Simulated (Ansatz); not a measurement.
## Worked example: correlation energy of BH$_{2}$⁺, singlet

Geometry: a point of a bend scan, not a stationary point.

```xyz
3

B    -0.0597    0.0000    0.0000
H     0.3203    0.0000   -1.1163
H     0.3203    0.0000    1.1163
```

Basis aug-cc-pVTZ; Ansatz 0.2.0. Correlated methods freeze the noble-gas cores, which leaves 4 electrons in 91 orbitals. Prefix R: restricted or restricted open-shell reference.

Full CI is exact within this basis and frozen core; it isn't the basis-set limit.

Runs differ by some tens of microhartree through their thresholds, so steps under 0.03 kcal/mol mean nothing.

| level | total energy (hartree) |
| --- | --- |
| RHF | -25.460310 |
| RMP2 | -25.530434 |
| RCCSD | -25.547483 |
| RCCSD(T) | -25.548485 |
| RCCSDT | -25.548737 |
| RCCSDT(Q) | -25.548753 |
| full CI | -25.548757 |

Task: What is the correlation energy at full CI, and what share of it do RMP2 and RCCSD recover?

Result: E(corr) = -25.548757 − (-25.460310) = -0.088447 hartree = -2.407 eV. RMP2: -0.070124 / -0.088447 = 79.28 %. RCCSD: -0.087173 / -0.088447 = 98.56 %.

Task: By how many kcal/mol does RCCSD(T) miss full CI (1 hartree = 627.509 kcal/mol), and which steps make up the rest?

Result: -25.548485 − (-25.548757) = 0.000272 hartree = 0.17 kcal/mol. Steps: RCCSDT − RCCSD(T) = -0.16, RCCSDT(Q) − RCCSDT = -0.01, full CI − RCCSDT(Q) = 0.00 kcal/mol. That is within 1 kcal/mol of the reference in this basis, which itself misses far more of the correlation at the basis-set limit.
